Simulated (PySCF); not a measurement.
Species: silyl cyanide, CH3NSi.
Bonds: N1–C2 (triple), C2–Si3. Hydrogens: H4, H5, H6 on Si3.

Level: PBE0/pcSseg-1 and CAM-B3LYP/def2-SVPD in PySCF, non-relativistic, on one gas-phase PBE0-D3(BJ)/def2-SVP geometry that isn't relaxed in the solvent. The solvent is an IEF-PCM continuum (van der Waals radii × 1.2). Specific hydrogen bonds and non-electrostatic terms are outside this model.

Gas phase at PBE0/pcSseg-1: HOMO -9.84 eV, LUMO -0.56 eV, dipole 3.53 D.

Q: What does the continuum do to the energy, the frontier levels and the dipole at PBE0/pcSseg-1 in acetone and dimethylsulfoxide?

A: 
| solvent | ε | E(solvent) − E(gas) (kcal/mol) | polarisation term (kcal/mol) | distortion of the solute (kcal/mol) | HOMO (eV) | LUMO (eV) | dipole (D) |
| --- | --- | --- | --- | --- | --- | --- | --- |
| acetone | 20.49 | -4.12 | -5.07 | 0.95 | -9.81 | -0.50 | 4.44 |
| dimethylsulfoxide | 46.83 | -4.30 | -5.34 | 1.04 | -9.81 | -0.50 | 4.48 |

Polarisation term: ½ Σ q·V over the induced surface charges. Distortion: the rise of the solute's own energy as its density leaves the gas-phase optimum. From acetone to dimethylsulfoxide the lowering changes by a factor 1.04, Onsager's factor (ε − 1)/(2ε + 1) by 1.04 and ε itself by 2.3.

Q: Which radius a makes the point-dipole formula ΔE = −[(ε − 1)/(2ε + 1)]·μ²/a³ give the value in dimethylsulfoxide, with the gas-phase dipole?

A: μ = 1.390 au and |ΔE| = 0.00685 Eh give a = 2.72 Å; the farthest nucleus lies 2.43 Å from the centroid of the nuclei. The formula assumes a rigid point dipole at the centre of a sphere.

Q: Which Hirshfeld charges (PBE0/pcSseg-1) respond most in acetone (means over atoms taken as equivalent)?

A: 
```tsv
atoms	environment	gas (e)	solvent (e)	change
N1	cyano nitrogen	-0.189	-0.244	-0.055
C2	cyano carbon	-0.032	-0.014	+0.018
Si3	SiH3 silicon	+0.378	+0.392	+0.014
H4/H5/H6	Si–H hydrogen	-0.052	-0.045	+0.007
```

Q: How do the nuclear quadrupole coupling constants eQVzz/h respond in acetone?

A: 
```json
{"nucleus": "14N at N1", "Q (barn)": "0.02044", "gas (MHz)": "-5.45", "solvent (MHz)": "-5.08", "η gas": "0.00", "η solvent": "0.00"}
```

Gas phase at CAM-B3LYP/def2-SVPD: HOMO -11.26 eV, LUMO 0.49 eV, dipole 3.61 D.

Q: What does the continuum do to the energy, the frontier levels and the dipole at CAM-B3LYP/def2-SVPD in acetone and dimethylsulfoxide?

A: 
```csv
solvent,ε,E(solvent) − E(gas) (kcal/mol),polarisation term (kcal/mol),distortion of the solute (kcal/mol),HOMO (eV),LUMO (eV),dipole (D)
acetone,20.49,-4.28,-5.29,1.01,-11.22,0.56,4.57
dimethylsulfoxide,46.83,-4.47,-5.58,1.11,-11.22,0.56,4.62
```

Q: How does the static polarisability (CAM-B3LYP/def2-SVPD, frozen core, with the continuum's full static response) change?

A: 
```csv
medium,isotropic (au),principal values (au),⟨r²⟩ of the electrons (bohr²)
gas,42.8,"37.0, 37.0, 54.3",273.6
acetone,54.6,"47.6, 47.6, 68.6",274.2
dimethylsulfoxide,55.3,"48.2, 48.2, 69.3",274.2
```

The isotropic value in dimethylsulfoxide is 1.29 times the gas-phase one; no cavity-field correction is applied. ⟨r²⟩ is taken about the centre of nuclear charge.

Cost: about 5 s of CPU time on one thread; the machine was shared, so the figure is rough. This is the whole shielding run at PBE0/pcSseg-1 in dimethylsulfoxide, SCF included.
